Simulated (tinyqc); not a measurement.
RKS/PBE0 in the sto-3g basis, for H2O, spin multiplicity 1, step by step (part 2 of 2). Computed by tinyqc, a small Python program that keeps every step (integrals from PySCF). Command: `OMP_NUM_THREADS=1 python tinyqc.py 27149 27150 out.jsonl` (the two numbers bound the seeds that draw the settings). One thread of a shared host (Intel(R) Xeon(R) Processor @ 2.60GHz), about 2 s of CPU time with the checks.

Geometry (angstrom):
```
atom         x          y         z
O     0.000000   0.000000  0.000000
H     0.000000   0.834000  0.540000
H     0.000000  -0.834000  0.540000
```

## Iteration 2: diagonalisation and new density

Kohn-Sham matrix F (hartree), order 1O 1s, 1O 2s, 1O 2px, 1O 2py, 1O 2pz, 2H 1s, 3H 1s:
```
[[-20.152816, -5.042323, -0.017108, 0.004761, -0.021530, -1.058605, -1.083568],
 [-5.042323, -2.157467, -0.051708, 0.024916, -0.087766, -0.777250, -0.787081],
 [-0.017108, -0.051708, -0.240014, -0.002966, -0.013006, -0.023560, -0.028024],
 [0.004761, 0.024916, -0.002966, -0.374287, 0.004418, -0.259666, 0.290373],
 [-0.021530, -0.087766, -0.013006, 0.004418, -0.292939, -0.195182, -0.190848],
 [-1.058605, -0.777250, -0.023560, -0.259666, -0.195182, -0.370934, -0.260123],
 [-1.083568, -0.787081, -0.028024, 0.290373, -0.190848, -0.260123, -0.414762]]
```

X, order 1O 1s, 1O 2s, 1O 2px, 1O 2py, 1O 2pz, 2H 1s, 3H 1s:
```
[[1.024087, -0.141823, 0.000000, 0.000000, -0.008549, 0.021558, 0.021558],
 [-0.141823, 1.222663, 0.000000, 0.000000, 0.090076, -0.278222, -0.278222],
 [0.000000, 0.000000, 1.000000, 0.000000, 0.000000, 0.000000, 0.000000],
 [0.000000, 0.000000, 0.000000, 1.113678, 0.000000, -0.226479, 0.226479],
 [-0.008549, 0.090076, 0.000000, 0.000000, 1.040421, -0.125276, -0.125276],
 [0.021558, -0.278222, 0.000000, -0.226479, -0.125276, 1.184660, -0.071344],
 [0.021558, -0.278222, 0.000000, 0.226479, -0.125276, -0.071344, 1.184660]]
```

D after iteration 1, order 1O 1s, 1O 2s, 1O 2px, 1O 2py, 1O 2pz, 2H 1s, 3H 1s:
```
[[1.459726, -0.087631, 0.082748, 0.154561, 0.161880, -0.451718, 0.305677],
 [-0.087631, 2.005473, -0.430886, 0.033441, 0.339379, -0.156233, -0.463751],
 [0.082748, -0.430886, 1.636462, 0.129883, 0.196047, 0.160688, 0.356103],
 [0.154561, 0.033441, 0.129883, 2.180802, -0.134013, -0.415131, 0.279100],
 [0.161880, 0.339379, 0.196047, -0.134013, 1.903195, -0.167618, -0.569838],
 [-0.451718, -0.156233, 0.160688, -0.415131, -0.167618, 1.098910, -0.068270],
 [0.305677, -0.463751, 0.356103, 0.279100, -0.569838, -0.068270, 1.106892]]
```

overlap S, order 1O 1s, 1O 2s, 1O 2px, 1O 2py, 1O 2pz, 2H 1s, 3H 1s:
```
[[1.000000, 0.236704, 0.000000, 0.000000, 0.000000, 0.049506, 0.049506],
 [0.236704, 1.000000, 0.000000, 0.000000, 0.000000, 0.451255, 0.451255],
 [0.000000, 0.000000, 1.000000, 0.000000, 0.000000, 0.000000, 0.000000],
 [0.000000, 0.000000, 0.000000, 1.000000, 0.000000, 0.319430, -0.319430],
 [0.000000, 0.000000, 0.000000, 0.000000, 1.000000, 0.206825, 0.206825],
 [0.049506, 0.451255, 0.000000, 0.319430, 0.206825, 1.000000, 0.200737],
 [0.049506, 0.451255, 0.000000, -0.319430, 0.206825, 0.200737, 1.000000]]
```

Diagonalise F' = X^T F X, C = X C', fill 5 alpha and 5 beta electrons from the bottom; D = 2 C_occ C_occ^T; the new density keeps 0.5 of the old one (damping). Each column has its largest component positive (the first on a tie).

F' = X^T F X (hartree):
```
[[-19.799394, -2.593534, -0.011187, -0.003507, -0.035728, -0.164012, -0.194713],
 [-2.593534, -1.089534, -0.047615, 0.025033, 0.024699, -0.359669, -0.344711],
 [-0.011187, -0.047615, -0.240014, -0.004315, -0.011581, -0.009592, -0.016543],
 [-0.003507, 0.025033, -0.004315, -0.200369, 0.005401, -0.275083, 0.286410],
 [-0.035728, 0.024699, -0.011581, 0.005401, -0.233528, -0.161999, -0.148946],
 [-0.164012, -0.359669, -0.009592, -0.275083, -0.161999, 0.012565, -0.076751],
 [-0.194713, -0.344711, -0.016543, 0.286410, -0.148946, -0.076751, -0.035767]]
```

orbital energies (hartree): [-20.157409, -0.985785, -0.485644, -0.317355, -0.236708, 0.239171, 0.357689]

coefficients C, order 1O 1s, 1O 2s, 1O 2px, 1O 2py, 1O 2pz, 2H 1s, 3H 1s:
```
[[0.995856, -0.237545, -0.011980, 0.072726, 0.009820, 0.122763, 0.033381],
 [0.018663, 0.897103, 0.054952, -0.381976, -0.030134, -0.824184, -0.209029],
 [0.000896, 0.066385, 0.011139, 0.044237, 0.996566, 0.012374, 0.014616],
 [0.000299, -0.040458, 0.714683, 0.010713, 0.004427, 0.222595, -0.883614],
 [0.002746, 0.104131, 0.004754, 0.865558, -0.036134, -0.584530, -0.137861],
 [-0.004850, 0.111573, 0.324585, 0.207030, -0.042574, 0.596523, 1.017363],
 [-0.003063, 0.118520, -0.347186, 0.205606, -0.015864, 0.980427, -0.644214]]
```

D after iteration 2, order 1O 1s, 1O 2s, 1O 2px, 1O 2py, 1O 2pz, 2H 1s, 3H 1s:
```
[[1.783548, -0.267065, 0.039367, 0.079450, 0.121476, -0.246443, 0.140590],
 [-0.267065, 1.957712, -0.202189, 0.015478, -0.066116, -0.038075, -0.222746],
 [0.039367, -0.202189, 1.817864, 0.075102, 0.107272, 0.058092, 0.175335],
 [0.079450, 0.015478, 0.075102, 1.602944, -0.058709, 0.021923, -0.111241],
 [0.121476, -0.066116, 0.107272, -0.058709, 1.712967, 0.110074, -0.095699],
 [-0.246443, -0.038075, 0.058092, 0.021923, 0.110074, 0.711956, -0.090346],
 [0.140590, -0.222746, 0.175335, -0.111241, -0.095699, -0.090346, 0.730565]]
```

## Iteration 36 (converged): orbitals

converged F (hartree), order 1O 1s, 1O 2s, 1O 2px, 1O 2py, 1O 2pz, 2H 1s, 3H 1s:
```
[[-18.877242, -4.855500, 0.000000, 0.000000, -0.023422, -1.027444, -1.027444],
 [-4.855500, -2.058259, 0.000000, 0.000000, -0.141241, -0.777788, -0.777788],
 [0.000000, 0.000000, -0.147467, 0.000000, 0.000000, 0.000000, 0.000000],
 [0.000000, 0.000000, 0.000000, -0.240556, 0.000000, -0.291199, 0.291199],
 [-0.023422, -0.141241, 0.000000, 0.000000, -0.182567, -0.233672, -0.233672],
 [-1.027444, -0.777788, 0.000000, -0.291199, -0.233672, -0.429233, -0.262149],
 [-1.027444, -0.777788, 0.000000, 0.291199, -0.233672, -0.262149, -0.429233]]
```

Diagonalise F' = X^T F X, C = X C', fill 5 alpha and 5 beta electrons from the bottom; D = 2 C_occ C_occ^T. Each column has its largest component positive (the first on a tie).

F' = X^T F X (hartree):
```
[[-18.510197, -2.581789, 0.000000, 0.000000, -0.038513, -0.153065, -0.153065],
 [-2.581789, -0.992135, 0.000000, 0.000000, -0.003026, -0.365085, -0.365085],
 [0.000000, 0.000000, -0.147467, 0.000000, 0.000000, 0.000000, 0.000000],
 [0.000000, 0.000000, 0.000000, -0.021706, 0.000000, -0.328995, 0.328995],
 [-0.038513, -0.003026, 0.000000, 0.000000, -0.103451, -0.198655, -0.198655],
 [-0.153065, -0.365085, 0.000000, -0.328995, -0.198655, -0.031672, -0.074749],
 [-0.153065, -0.365085, 0.000000, 0.328995, -0.198655, -0.074749, -0.031672]]
```

orbital energies (hartree): [-18.887291, -0.931932, -0.455710, -0.219214, -0.147467, 0.326232, 0.477082]

coefficients C, order 1O 1s, 1O 2s, 1O 2px, 1O 2py, 1O 2pz, 2H 1s, 3H 1s:
```
[[0.993544, -0.230334, 0.000000, 0.113487, 0.000000, -0.129643, 0.000000],
 [0.028912, 0.818511, 0.000000, -0.563148, 0.000000, 0.830672, 0.000000],
 [0.000000, 0.000000, 0.000000, 0.000000, 1.000000, 0.000000, 0.000000],
 [0.000000, 0.000000, 0.595904, 0.000000, 0.000000, 0.000000, 0.993863],
 [0.004090, 0.165764, 0.000000, 0.780640, 0.000000, 0.696532, 0.000000],
 [-0.006692, 0.171104, 0.440189, 0.280061, 0.000000, -0.778169, -0.803927],
 [-0.006692, 0.171104, -0.440189, 0.280061, 0.000000, -0.778169, 0.803927]]
```

D after iteration 36, order 1O 1s, 1O 2s, 1O 2px, 1O 2py, 1O 2pz, 2H 1s, 3H 1s:
```
[[2.106125, -0.447431, 0.000000, 0.000000, 0.108951, -0.028553, -0.028553],
 [-0.447431, 1.975863, 0.000000, 0.000000, -0.607636, -0.035718, -0.035718],
 [0.000000, 0.000000, 2.000000, 0.000000, 0.000000, 0.000000, 0.000000],
 [0.000000, 0.000000, 0.000000, 0.710203, 0.000000, 0.524620, -0.524620],
 [0.108951, -0.607636, 0.000000, 0.000000, 1.273786, 0.493925, 0.493925],
 [-0.028553, -0.035718, 0.000000, 0.524620, 0.493925, 0.603043, -0.172021],
 [-0.028553, -0.035718, 0.000000, -0.524620, 0.493925, -0.172021, 0.603043]]
```

## Convergence

Stop when the energy changes by less than 1e-09 hartree and every element of the error matrix X^T (F D S - S D F) X is below 9e-06.

Course of the cycle:
```
iteration   E (hartree)     change  largest element of the error matrix
1          -53.39277230          -                             1.19e+01
2          -64.70667533  -1.13e+01                             5.42e+00
3          -70.01639305  -5.31e+00                             2.63e+00
4          -72.63813661  -2.62e+00                             1.32e+00
5          -73.94251821  -1.30e+00                             6.65e-01
6          -74.59321377  -6.51e-01                             3.37e-01
7          -74.91821312  -3.25e-01                             1.71e-01
8          -75.08063180  -1.62e-01                             8.70e-02
9          -75.16182248  -8.12e-02                             4.42e-02
10         -75.20241358  -4.06e-02                             2.25e-02
11         -75.22270820  -2.03e-02                             1.14e-02
12         -75.23285531  -1.01e-02                             5.80e-03
13         -75.23792883  -5.07e-03                             2.94e-03
14         -75.24046558  -2.54e-03                             1.50e-03
...                 ...        ...                                  ...
23         -75.24299738  -4.95e-06                             3.30e-06
24         -75.24299985  -2.48e-06                             1.67e-06
25         -75.24300109  -1.24e-06                             8.45e-07
26         -75.24300171  -6.19e-07                             4.27e-07
27         -75.24300202  -3.10e-07                             2.16e-07
28         -75.24300218  -1.55e-07                             1.09e-07
29         -75.24300225  -7.74e-08                             5.50e-08
30         -75.24300229  -3.87e-08                             2.77e-08
31         -75.24300231  -1.94e-08                             1.40e-08
32         -75.24300232  -9.68e-09                             7.03e-09
33         -75.24300233  -4.84e-09                             3.54e-09
34         -75.24300233  -2.42e-09                             1.78e-09
35         -75.24300233  -1.21e-09                             9.51e-10
36         -75.24300233  -6.05e-10                             5.48e-10
```

PySCF RKS in the same basis, fine grid = -75.24293577 hartree

Converged in 36 iterations. The coarse grid moves the energy by -6.66e-05 hartree.

## Populations, bond orders and dipole

Mulliken: Z minus the diagonal of D S on the atom; Loewdin: the same with S^(1/2) D S^(1/2); Mayer order: 2 sum_s sum (D(s) S)_ij (D(s) S)_ji over the two atoms.

Charges (e):
```
atom   Mulliken    Loewdin
1O    -0.358568  -0.253302
2H     0.179284   0.126651
3H     0.179284   0.126651
```

Mayer bond orders:
```
pair     order
2-1   0.949922
3-1   0.949922
3-2   0.017935
```

dipole moment about the origin, x y z (debye): [0.000000, 0.000000, 1.586012]
